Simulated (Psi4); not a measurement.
**NF3 (nitrogen trifluoride): TPSSh/aug-cc-pVDZ (density fitting, sweep point 7)**

Wanted: energy and forces of NF3 (nitrogen trifluoride). Input form: a Python script.

Program for the calculation: Psi4 1.11.

3 further runs of the same task are left out: 3 set aside as unsound or not needed.

## (1) The system as given

The species is NF3 (4 atoms), meant as a singlet with charge 0. As SMILES, `FN(F)F`. Geometry: relaxed at GFN2-xTB.

Bond lengths: F1–N2 1.359 Å, N2–F3 1.359 Å, N2–F4 1.359 Å. Angles: F1–N2–F3 103.3°, F1–N2–F4 103.2°, F3–N2–F4 103.2°.

## (2) Energy and forces at TPSSh/aug-cc-pVDZ (density fitting, sweep point 7)

The input, run.py:

```python
import psi4

psi4.set_memory(1600000000)
psi4.set_num_threads(1)
psi4.set_output_file('psi4.out', False)

mol = psi4.geometry("""
F      0.623050    -0.000560     1.070480
N      0.341300    -0.071640    -0.257040
F     -0.635810    -1.014280    -0.318110
F     -0.328540     1.086490    -0.495330
symmetry c1
""")

psi4.set_options({
    'basis': 'aug-cc-pVDZ',
    'scf_type': 'df',
    'guess': 'sapgau',
})

result, w = psi4.gradient('TPSSH', return_wfn=True)
print('gradient / Eh bohr^-1')
print(result.np.round(6))
print(f'energy = {w.energy():.10f} Eh')
for k, v in sorted(psi4.core.scalar_variables().items()):
    print(f'{k:45s} {v:18.10f}')
```

Command:

```
$ python run.py
```

psi4.out:

```text
Psi4 1.11 release

gradient() will perform analytic gradient computation.

   => Loading Basis Set <=

    Name: AUG-CC-PVDZ
    Role: ORBITAL
    Keyword: BASIS

         ---------------------------------------------------------
                                   SCF
                              RKS Reference
                        1 Threads,   1525 MiB Core
         ---------------------------------------------------------

  ==> Geometry <==

    Molecular point group: c1
    Full point group: C1

    Geometry (in Angstrom), charge = 0, multiplicity = 1:

       Center              X                  Y                   Z               Mass
    ------------   -----------------  -----------------  -----------------  -----------------
         F            0.647063338885    -0.005603155233     1.052395064088    18.998403162730
         N            0.365313338885    -0.076683155233    -0.275124935912    14.003074004430
         F           -0.611796661115    -1.019323155233    -0.336194935912    18.998403162730
         F           -0.304526661115     1.081446844767    -0.513414935912    18.998403162730

  Running in c1 symmetry.

  Rotational constants: A =      0.35972  B =      0.35957  C =      0.19547 [cm^-1]
  Rotational constants: A =  10784.19363  B =  10779.73080  C =   5859.90055 [MHz]
  Nuclear repulsion =  133.948493292085743

  Charge       = 0
  Multiplicity = 1
  Electrons    = 34
  Nalpha       = 17
  Nbeta        = 17

  ==> Algorithm <==

  SCF Algorithm Type is DF.
  DIIS enabled.
  MOM disabled.
  Fractional occupation disabled.
  Guess Type is SAPGAU.
  Energy threshold   = 1.00e-08
  Density threshold  = 1.00e-08
  Integral threshold = 1.00e-12

  ==> Primary Basis <==

  Basis Set: AUG-CC-PVDZ
    Blend: AUG-CC-PVDZ
    Number of shells: 36
    Number of basis functions: 92
    Number of Cartesian functions: 100
    Spherical Harmonics?: true
    Max angular momentum: 2

  ==> DFT Potential <==

   => LibXC <=

    Version 7.1.2

   => Composite Functional: TPSSH <=

    TPSSh Hyb-GGA Exchange-Correlation Functional

    Deriv               =              1
    GGA                 =           TRUE
    Meta                =           TRUE

    Exchange Hybrid     =           TRUE
    MP2 Hybrid          =          FALSE

   => Exchange Functionals <=

    0.9000   Tao, Perdew, Staroverov & Scuseria

   => Exact (HF) Exchange <=

    0.1000               HF

   => Correlation Functionals <=

    1.0000   Tao, Perdew, Staroverov & Scuseria

   => LibXC Density Thresholds  <==

    XC_HYB_MGGA_XC_TPSSH:  1.00E-15

   => Molecular Quadrature <=

    Radial Scheme          =       TREUTLER
    Pruning Scheme         =           NONE
    Nuclear Scheme         =       TREUTLER

    Blocking Scheme        =         OCTREE
    BS radius alpha        =              1
    Pruning alpha          =              1
    Radial Points          =             75
    Spherical Points       =            302
    Total Points           =          88657
    Total Blocks           =            705
    Max Points             =            256
    Max Functions          =             92
    Weights Tolerance      =       1.00E-15

   => Loading Basis Set <=

    Name: (AUG-CC-PVDZ AUX)
    Role: JKFIT
    Keyword: DF_BASIS_SCF

   => Loading Basis Set <=

    Name: SAP_HELFEM_LARGE
    Role: ORBITAL
    Keyword: SAPGAU_BASIS

  ==> Integral Setup <==

  DFHelper Memory: AOs need 0.024 GiB; user supplied 0.562 GiB.
  SCF_SUBTYPE=INCORE selected. In-core MEM_DF algorithm will be used.
  Using in-core AOs.

  ==> MemDFJK: Density-Fitted J/K Matrices <==

    J tasked:                   Yes
    K tasked:                   Yes
    wK tasked:                   No
    Memory [MiB]:               575
    Algorithm:                 Core
    Schwarz Cutoff:           1E-12
    Mask sparsity (%):       0.0000
    Fitting Condition:        1E-10

   => Auxiliary Basis Set <=

  Basis Set: (AUG-CC-PVDZ AUX)
    Blend: AUG-CC-PVDZ-JKFIT
    Number of shells: 112
    Number of basis functions: 344
    Number of Cartesian functions: 404
    Spherical Harmonics?: true
    Max angular momentum: 3

  Cached 100.0% of DFT collocation blocks in 0.555 [GiB].

  Minimum eigenvalue in the overlap matrix is 2.1041886256E-03.
  Reciprocal condition number of the overlap matrix is 3.4251702349E-04.
    Using symmetric orthogonalization.

  ==> Pre-Iterations <==

   -------------------------------------------------------
    Irrep   Nso     Nmo     Nalpha   Nbeta   Ndocc  Nsocc
   -------------------------------------------------------
     A         92      92      17      17      17       0
   -------------------------------------------------------
    Total      92      92      17      17      17       0
   -------------------------------------------------------

  ==> Iterations <==

                           Total Energy        Delta E     RMS |[F,P]|

   @DF-RKS iter   1:  -354.01170009159938   -3.54012e+02   6.13244e-03 DIIS/ADIIS
   @DF-RKS iter   2:  -353.97800685326388    3.36932e-02   6.87099e-03 DIIS/ADIIS
   @DF-RKS iter   3:  -354.12388595467019   -1.45879e-01   2.24829e-03 DIIS/ADIIS
   @DF-RKS iter   4:  -354.13756339183215   -1.36774e-02   3.82992e-04 DIIS/ADIIS
   @DF-RKS iter   5:  -354.13791796176287   -3.54570e-04   6.25281e-05 DIIS
   @DF-RKS iter   6:  -354.13793117912979   -1.32174e-05   3.35386e-06 DIIS
   @DF-RKS iter   7:  -354.13793120640713   -2.72773e-08   8.12292e-07 DIIS
   @DF-RKS iter   8:  -354.13793120628549    1.21645e-10   8.12785e-07 DIIS
   @DF-RKS iter   9:  -354.13793120817598   -1.89050e-09   5.85097e-08 DIIS
   @DF-RKS iter  10:  -354.13793120818639   -1.04023e-11   3.19757e-09 DIIS
  Energy and wave function converged.

  ==> Post-Iterations <==

   Electrons on quadrature grid:
      Ntotal   =   34.0000075538 ; deviation = 7.554e-06

    Orbital Energies [Eh]
    ---------------------

    Doubly Occupied:

       1A    -24.705644     2A    -24.705633     3A    -24.705592
       4A    -14.556331     5A     -1.367801     6A     -1.239738
       7A     -1.239697     8A     -0.815712     9A     -0.625712
      10A     -0.625693    11A     -0.570846    12A     -0.478059
      13A     -0.478028    14A     -0.434577    15A     -0.434552
      16A     -0.417950    17A     -0.337284

    Virtual:

      18A     -0.010460    19A     -0.001404    20A     -0.001343
      21A      0.042394    22A      0.078075    23A      0.081900
      24A      0.081912    25A      0.168827    26A      0.168832
      27A      0.188418    28A      0.188419    29A      0.198368
      30A      0.262880    31A      0.269237    32A      0.281458
      33A      0.281463    34A      0.362769    35A      0.370688
      36A      0.370697    37A      0.602778    38A      0.658818
      39A      0.658855    40A      0.677958    41A      0.677976
      42A      0.811991    43A      0.949947    44A      0.949971
      45A      1.035839    46A      1.178717    47A      1.178820
      48A      1.193312    49A      1.216640    50A      1.238280
      51A      1.238329    52A      1.245613    53A      1.245719
      54A      1.272717    55A      1.297670    56A      1.326422
      57A      1.326431    58A      1.394389    59A      1.394409
      60A      1.623514    61A      1.623624    62A      1.644375
      63A      1.666177    64A      1.666299    65A      1.778372
      66A      1.792067    67A      2.017544    68A      2.098408
      69A      2.098591    70A      2.270689    71A      2.270747
      72A      2.388399    73A      2.460568    74A      2.460666
      75A      3.500470    76A      3.675966    77A      3.676168
      78A      4.356307    79A      4.401177    80A      4.401286
      81A      4.435681    82A      4.460091    83A      4.460189
      84A      4.482051    85A      4.555002    86A      4.555040
      87A      4.611689    88A      4.636140    89A      4.636183
      90A      4.707435    91A      4.731536    92A      4.731581

    Final Occupation by Irrep:
              A
    DOCC [    17 ]
    NA   [    17 ]
    NB   [    17 ]

  @DF-RKS Final Energy:  -354.13793120818639

   => Energetics <=

    Nuclear Repulsion Energy =            133.9484932920857432
    One-Electron Energy =                -757.1393036512629351
    Two-Electron Energy =                 303.5113632543759081
    DFT Exchange-Correlation Energy =     -34.4584841033850680
    Empirical Dispersion Energy =           0.0000000000000000
    VV10 Nonlocal Energy =                  0.0000000000000000
    Total Energy =                       -354.1379312081863873

Computation Completed

Properties will be evaluated at   0.000000,   0.000000,   0.000000 [a0]

Properties computed using the SCF density matrix

 Multipole Moments:

 ------------------------------------------------------------------------------------
     Multipole            Electronic (a.u.)      Nuclear  (a.u.)        Total (a.u.)
 ------------------------------------------------------------------------------------

 L = 1.  Multiply by 2.5417464519 to convert [e a0] to [Debye]
 Dipole X            :         -0.2144207            0.2529465            0.0385258
 Dipole Y            :          0.0451590           -0.0530962           -0.0079372
 Dipole Z            :          0.1616750           -0.1904992           -0.0288241
 Magnitude           :                                                    0.0487654

 ------------------------------------------------------------------------------------

	total time  =          5 seconds =       0.08 minutes

         ------------------------------------------------------------
                                   SCF GRAD
         ------------------------------------------------------------

  ==> Geometry <==

    Molecular point group: c1
    Full point group: C1

    Geometry (in Angstrom), charge = 0, multiplicity = 1:

       Center              X                  Y                   Z               Mass
    ------------   -----------------  -----------------  -----------------  -----------------
         F            0.647063338885    -0.005603155233     1.052395064088    18.998403162730
         N            0.365313338885    -0.076683155233    -0.275124935912    14.003074004430
         F           -0.611796661115    -1.019323155233    -0.336194935912    18.998403162730
         F           -0.304526661115     1.081446844767    -0.513414935912    18.998403162730

  Nuclear repulsion =  133.948493292085743

  ==> Basis Set <==

  Basis Set: AUG-CC-PVDZ
    Blend: AUG-CC-PVDZ
    Number of shells: 36
    Number of basis functions: 92
    Number of Cartesian functions: 100
    Spherical Harmonics?: true
    Max angular momentum: 2

  ==> DFJKGrad: Density-Fitted SCF Gradients <==

    Gradient:                    1
    J tasked:                  Yes
    K tasked:                  Yes
    wK tasked:                  No
    Integrals threads:           1
    Memory [MiB]:             1144
    Schwarz Cutoff:          1E-12
    Fitting Condition:       1E-10

   => Auxiliary Basis Set <=

  Basis Set: (AUG-CC-PVDZ AUX)
    Blend: AUG-CC-PVDZ-JKFIT
    Number of shells: 112
    Number of basis functions: 344
    Number of Cartesian functions: 404
    Spherical Harmonics?: true
    Max angular momentum: 3

  ==> DFT Potential <==

   => LibXC <=

    Version 7.1.2

   => Composite Functional: TPSSH <=

    TPSSh Hyb-GGA Exchange-Correlation Functional

    Deriv               =              1
    GGA                 =           TRUE
    Meta                =           TRUE

    Exchange Hybrid     =           TRUE
    MP2 Hybrid          =          FALSE

   => Exchange Functionals <=

    0.9000   Tao, Perdew, Staroverov & Scuseria

   => Exact (HF) Exchange <=

    0.1000               HF

   => Correlation Functionals <=

    1.0000   Tao, Perdew, Staroverov & Scuseria

   => LibXC Density Thresholds  <==

    XC_HYB_MGGA_XC_TPSSH:  1.00E-15

   => Molecular Quadrature <=

    Radial Scheme          =       TREUTLER
    Pruning Scheme         =           NONE
    Nuclear Scheme         =       TREUTLER

    Blocking Scheme        =         OCTREE
    BS radius alpha        =              1
    Pruning alpha          =              1
    Radial Points          =             75
    Spherical Points       =            302
    Total Points           =          88657
    Total Blocks           =            705
    Max Points             =            256
    Max Functions          =             92
    Weights Tolerance      =       1.00E-15

  -Total Gradient:
     Atom            X                  Y                   Z
    ------   -----------------  -----------------  -----------------
       1        0.000813814777    -0.001965830024    -0.021761297460
       2       -0.032408669806     0.006826292147     0.024464994417
       3        0.017966512771     0.012080939574    -0.002666086222
       4        0.013738570629    -0.017098303795    -0.000117770248

	total time  =          1 seconds =       0.02 minutes
```

The script printed:

```text
gradient / Eh bohr^-1
[[ 0.000814 -0.001966 -0.021761]
 [-0.032409  0.006826  0.024465]
 [ 0.017967  0.012081 -0.002666]
 [ 0.013739 -0.017098 -0.000118]]
energy = -354.1379312082 Eh
CURRENT ENERGY                                   -354.1379312082
CURRENT REFERENCE ENERGY                         -354.1379312082
DD SOLVATION ENERGY                                 0.0000000000
DFT FUNCTIONAL TOTAL ENERGY                      -354.1379312082
DFT TOTAL ENERGY                                 -354.1379312082
DFT VV10 ENERGY                                     0.0000000000
DFT XC ENERGY                                     -34.4584841034
GRID ELECTRONS ALPHA                               17.0000037769
GRID ELECTRONS BETA                                17.0000037769
GRID ELECTRONS TOTAL                               34.0000075538
NUCLEAR REPULSION ENERGY                          133.9484932921
ONE-ELECTRON ENERGY                              -757.1393036513
PCM POLARIZATION ENERGY                             0.0000000000
PE ENERGY                                           0.0000000000
SCF ITERATION ENERGY                             -354.1379312082
SCF ITERATIONS                                     10.0000000000
SCF TOTAL ENERGY                                 -354.1379312082
TWO-ELECTRON ENERGY                               303.5113632544
XC GRID RADIAL POINTS                              75.0000000000
XC GRID SPHERICAL POINTS                          302.0000000000
XC GRID TOTAL POINTS                            88657.0000000000
```

Wall time 7.2 s (1 thread of AMD EPYC 9R45 (Zen 5), shared host); peak memory 0.79 GiB.

## (3) What came out

Level: TPSSh/aug-cc-pVDZ (density fitting, sweep point 7).

| quantity | value |
| --- | --- |
| total energy | -354.13793 Eh |
| dipole moment | 0.12 D |
| HOMO energy | -9.18 eV |
| LUMO energy | -0.28 eV |
| HOMO–LUMO gap | 8.89 eV |
| largest force on an atom | 2.117 eV/Å |

What this shows: The largest force is 2.12 eV/Å: the shape isn't a stationary point for this species at this level.
